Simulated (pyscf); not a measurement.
Structures and frequencies: ωB97X-D3(BJ)/def2-SVP in PySCF. MP2 and CC: frozen core, UHF for open shells. ΔMP2 is the change of the MP2 total energy from the triple- to the quadruple-zeta basis.

Q: How much does it cost (ΔH, 298 K, CCSD(T)/def2-TZVPP + ΔMP2(QZVPP)) to split F–CH₂–SiH₃ (SMILES FC[SiH3]) at its C–Si bond into •H₂C–F + SiH₃•?

A: C–Si to •H₂C–F + SiH₃•: 3.51 eV. The CCSD(T) − MP2 part came from Ansatz, without density fitting, on the same reference.
